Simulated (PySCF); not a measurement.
`CC#CC(C)=O`, C5H6O

Molfile (atoms numbered from 1):
```
C5H6O
     RDKit          3D

 12 11  0  0  0  0  0  0  0  0999 V2000
    2.5841   -0.4854    0.0702 C   0  0  0  0  0  0  0  0  0  0  0  0
    1.2153   -0.0439    0.2213 C   0  0  0  0  0  0  0  0  0  0  0  0
    0.0801    0.3351    0.3587 C   0  0  0  0  0  0  0  0  0  0  0  0
   -1.2928    0.7718    0.5077 C   0  0  0  0  0  0  0  0  0  0  0  0
   -2.2947    0.0510   -0.3491 C   0  0  0  0  0  0  0  0  0  0  0  0
   -1.5973    1.6529    1.2767 O   0  0  0  0  0  0  0  0  0  0  0  0
    3.0875   -0.5244    1.0390 H   0  0  0  0  0  0  0  0  0  0  0  0
    3.1379    0.2090   -0.5669 H   0  0  0  0  0  0  0  0  0  0  0  0
    2.6310   -1.4764   -0.3865 H   0  0  0  0  0  0  0  0  0  0  0  0
   -3.2784    0.4994   -0.2202 H   0  0  0  0  0  0  0  0  0  0  0  0
   -1.9913    0.0890   -1.3981 H   0  0  0  0  0  0  0  0  0  0  0  0
   -2.3249   -1.0041   -0.0631 H   0  0  0  0  0  0  0  0  0  0  0  0
  1  2  1  0
  2  3  3  0
  3  4  1  0
  4  5  1  0
  4  6  2  0
  1  7  1  0
  1  8  1  0
  1  9  1  0
  5 10  1  0
  5 11  1  0
  5 12  1  0
M  END
```

Computed, not measured: PySCF, quadratic response CAM-B3LYP/def2-TZVPD first hyperpolarisability, Taylor convention, gas phase. Geometry: PBE0-D3(BJ)/def2-TZVP.

Task: Give the tensor of the second harmonic β(−2ω;ω,ω) at 1907 nm in the axes of these coordinates.

Result: In au, Taylor convention; rows are the first index (the induced dipole):
|  | xx | yy | zz | xy | xz | yz |
| --- | --- | --- | --- | --- | --- | --- |
| x | +239.0 | +16.9 | -8.5 | -70.4 | -24.2 | +4.2 |
| y | -70.6 | +35.7 | +6.8 | +17.0 | +4.1 | +7.5 |
| z | -24.6 | +7.5 | +30.9 | +4.2 | -8.5 | +6.8 |

Norm of βᵢ = ⅓ Σⱼ (βᵢⱼⱼ + βⱼᵢⱼ + βⱼⱼᵢ): 249.4 au, hyper-Rayleigh value 110.1 au.
